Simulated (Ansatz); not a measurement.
# BH3OSi: rigid scan of one bond length

How does the energy of BH3OSi change as one bond is stretched? Aim: a rigid scan of one bond length, for BH3OSi, run from a script.

All numbers are computed with the Python package of Ansatz 0.2.0. Level of theory: CAM-B3LYP/def2-SVP.

### Step 1. The structure

Bond lengths: B1–O2 1.405 Å, B1–Si3 1.956 Å, O2–Si3 1.673 Å, B1–H4 1.157 Å, Si3–H5 1.494 Å, Si3–H6 1.485 Å. Angles: B1–O2–Si3 78.4°, O2–B1–Si3 56.9°, O2–B1–H4 151.1°, Si3–B1–H4 131.5°, B1–Si3–O2 44.7°, B1–Si3–H5 117.1°, B1–Si3–H6 120.0°, O2–Si3–H5 109.5°, O2–Si3–H6 109.6°, H5–Si3–H6 122.9°.

The script holds or builds the structure itself.

### Step 2. The script

Contents of run_scan.py:

```python
import warnings

import ansatz
import matplotlib.pyplot as plt
import numpy as np

BASIS = "def2-SVP"
FUNCTIONAL = "cam_b3lyp"

GEOMETRY = """
B    -0.82980   -0.70840   -0.55660
O     0.36680   -1.14090    0.03980
Si    0.49800    0.52100    0.18570
H    -1.98510   -0.65960   -0.59040
H     1.55570    1.02150   -0.74370
H     0.43650    0.90230    1.61910
"""

warnings.simplefilter("ignore", ansatz.DeckWarning)

molecule = ansatz.Crystal.molecule()
for line in GEOMETRY.strip().splitlines():
    symbol, *xyz = line.split()
    molecule = molecule.atom(symbol, [float(v) for v in xyz])

symbols = [site.symbol for site in molecule.cartesian_sites]
start = np.array([site.position_ang for site in molecule.cartesian_sites])
axis = (start[4] - start[2]) / np.linalg.norm(start[4] - start[2])
moving = [4]
lengths, energies = [1.27, 1.37, 1.49, 1.64, 1.87, 2.24, 2.69, 3.29], []
for length in lengths:
    xyz = start.copy()
    xyz[moving] += (length - np.linalg.norm(start[4] - start[2])) * axis
    point = ansatz.Crystal.molecule()
    for symbol, xyz in zip(symbols, xyz):
        point = point.atom(symbol, xyz.tolist())
    setup = point.calculation().basis(gaussian=BASIS).functional(FUNCTIONAL)
    summary = setup.run(threads=1, backend="cpu").report
    energies.append(summary["free_energy_ev"])
    print(f"r = {length:6.3f} A  E = {energies[-1]:.5f} eV  <S^2> = {abs(summary['mean_field']['state']['spin_squared']):.3f}")

print("energy above the lowest point (eV):", [round(e - min(energies), 3) for e in energies])
plt.figure(figsize=(4.5, 3))
plt.plot(lengths, np.array(energies) - min(energies), "o-")
plt.xlabel("bond length (A)")
plt.ylabel("E - E(min) (eV)")
plt.tight_layout()
plt.savefig("scan.png", dpi=100)
```

### Step 3. The calls as engine input

The package turns the script's settings into the engine's input (first run):

```yaml
crystal:
  periodic: [false, false, false]
  atoms:
    - { symbol: B, position_ang: [-0.8298, -0.7084, -0.5566] }
    - { symbol: O, position_ang: [0.3668, -1.1409, 0.0398] }
    - { symbol: Si, position_ang: [0.498, 0.521, 0.1857] }
    - { symbol: H, position_ang: [-1.9851, -0.6596, -0.5904] }
    - { symbol: H, position_ang: [1.3969189008305607, 0.9463653303069828, -0.6041791967778416] }
    - { symbol: H, position_ang: [0.4365, 0.9023, 1.6191] }
basis:
  gaussian:
    orbitals: def2-SVP
hamiltonian:
  xc: cam_b3lyp
```

### Step 4. The run

The run is started by

```sh
$ python run_scan.py
```

Standard output:

```text
r =  1.270 A  E = -10642.40250 eV  <S^2> = 0.000
r =  1.370 A  E = -10642.83998 eV  <S^2> = 0.000
r =  1.490 A  E = -10642.97741 eV  <S^2> = 0.000
r =  1.640 A  E = -10642.79408 eV  <S^2> = 0.000
r =  1.870 A  E = -10642.15327 eV  <S^2> = 0.000
r =  2.240 A  E = -10640.91053 eV  <S^2> = 0.000
r =  2.690 A  E = -10639.59429 eV  <S^2> = 0.000
r =  3.290 A  E = -10638.34299 eV  <S^2> = 0.000
energy above the lowest point (eV): [0.575, 0.137, 0.0, 0.183, 0.824, 2.067, 3.383, 4.634]
```

Wall time 11 s (1 thread of Arm Neoverse V1, shared host); peak memory 0.22 GiB.

### Step 5. Inputs of later runs

The engine's inputs for some of the other runs:

Run 4, against run 1:

```diff
@@ -8 +8 @@
-    - { symbol: H, position_ang: [1.3969189008305607, 0.9463653303069828, -0.6041791967778416] }
+    - { symbol: H, position_ang: [1.6588086593402516, 1.0702906627586233, -0.8343014824532757] }
```

Run 6, against run 1:

```diff
@@ -8 +8 @@
-    - { symbol: H, position_ang: [1.3969189008305607, 0.9463653303069828, -0.6041791967778416] }
+    - { symbol: H, position_ang: [2.0834947542208315, 1.2712506613288515, -1.2074727565215475] }
```

Run 7, against run 1:

```diff
@@ -8 +8 @@
-    - { symbol: H, position_ang: [1.3969189008305607, 0.9463653303069828, -0.6041791967778416] }
+    - { symbol: H, position_ang: [2.4020093253812664, 1.4219706602565225, -1.4873512120727512] }
```

Lines on the test bed's own set-up are left out of the output.

### Step 6. The runs side by side

One row for each of the 8 runs:

| run | distance (Å) | energy from run 3 (eV) | SCF cycles | CPU time (s) |
| --- | --- | --- | --- | --- |
| 1 | 1.27 | 0.5749 | 15 | 1.1 |
| 2 | 1.37 | 0.1374 | 15 | 1.1 |
| 3 | 1.49 | 0.0000 | 15 | 1.1 |
| 4 | 1.64 | 0.1833 | 15 | 1.1 |
| 5 | 1.87 | 0.8241 | 15 | 1.1 |
| 6 | 2.24 | 2.0669 | 16 | 1.1 |
| 7 | 2.69 | 3.3831 | 17 | 1.2 |
| 8 | 3.29 | 4.6344 | 18 | 1.2 |

### Step 7. Results

| quantity | value |
| --- | --- |
| runs compared | 8 |
| range of energy | 4.634 eV |
| lowest point, distance (Å) | 1.49 |

The lowest point, at 1.49, lies inside the range. The ends stand 0.575 and 4.63 eV above it. The distance scanned is the script's pair 2, 4. What to keep in mind:
- The rest of the molecule is held rigid at a force-field or estimated start geometry, and the basis set is modest; single-reference methods fail as a bond breaks.
- The orbitals are restricted, so S² is zero by construction.
- Toward dissociation an unrestricted state lies under the restricted one, by 1 to 2 eV or more.
